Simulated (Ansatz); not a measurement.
Geometry optimisation, Ansatz 0.2.0, UKS B3LYP/STO-3G.

input.yaml

```yaml
crystal:
  periodic: [false, false, false]
  atoms:
    - { symbol: Cl, position_ang: [-1.08, -1.2226, 1.4182] }
    - { symbol: C, position_ang: [-0.4027, 0.2437, 0.138] }
    - { symbol: C, position_ang: [-0.4595, -0.2969, -1.2496] }
    - { symbol: H, position_ang: [-1.0832, 1.0621, 0.3497] }
    - { symbol: C, position_ang: [0.9376, 0.363, 0.8191] }
    - { symbol: F, position_ang: [1.1343, 1.5862, 1.4003] }
    - { symbol: H, position_ang: [1.803, 0.1249, 0.2071] }
    - { symbol: H, position_ang: [0.5494, -0.6044, 1.7292] }
    - { symbol: H, position_ang: [0.1674, -1.1797, -1.347] }
    - { symbol: H, position_ang: [-1.4771, -0.5474, -1.5357] }
    - { symbol: H, position_ang: [-0.0892, 0.471, -1.9293] }
magnetization:
  spin_polarized: true
basis:
  gaussian: { orbitals: STO-3G }
hamiltonian:
  xc: b3lyp
relax:
  f_tol: 0.15
  max_steps: 25
  restrain:
    - { distance: [0, 7], at: 1.33, k: 30.0 }
    - { distance: [0, 1], at: 3.08, k: 30.0 }
    - { distance: [4, 7], at: 2.37, k: 30.0 }
```

Command:

```bash
$ ansatz run input.yaml --threads 1 --pin off --max-ram 2048MiB --backend cpu --events-out ev --progress --plain --runs-dir out
```

Where does it end, and by what steps?

The run converged. The restraints hold the end off the free minimum. Limits of this set-up: minimal basis. After 14 steps the energy has fallen by 1.059 eV (the restraints' own energy left out); H8 moved furthest, 1.27 Å. Parted: Cl1–C2. Joined: Cl1–H8.

```csv
step,energy less start (eV),largest force component (eV/Å),accepted
0,0.0000,4.515,yes
1,1.6760,3.868,yes
2,0.6290,4.343,yes
3,-0.1411,3.977,yes
4,-0.6559,0.996,yes
5,-0.7419,0.658,yes
6,-0.8412,0.448,yes
7,-0.9098,0.439,yes
8,-0.9920,0.383,yes
9,-1.0440,0.546,yes
10,-1.0071,0.787,no
11,-1.0336,1.080,yes
12,-1.0482,0.839,yes
13,-1.0526,0.812,yes
14,-1.0594,0.713,yes
```

```xyz
11
Properties=species:S:1:pos:R:3
Cl -1.129 -1.720 1.944
C -0.135 0.518 0.059
C -0.381 -0.307 -1.211
H -0.958 1.162 0.410
C 1.124 0.767 0.528
F 1.383 1.626 1.550
H 2.017 0.219 0.151
H -0.585 -0.737 1.181
H 0.457 -0.998 -1.398
H -1.312 -0.893 -1.127
H -0.480 0.362 -2.087
```

Whether the end is a true minimum wasn't checked by a vibrational analysis.

Time of the run: 43 s on 1 thread of Arm Neoverse V2, on a shared host, peak memory 0.14 GiB.
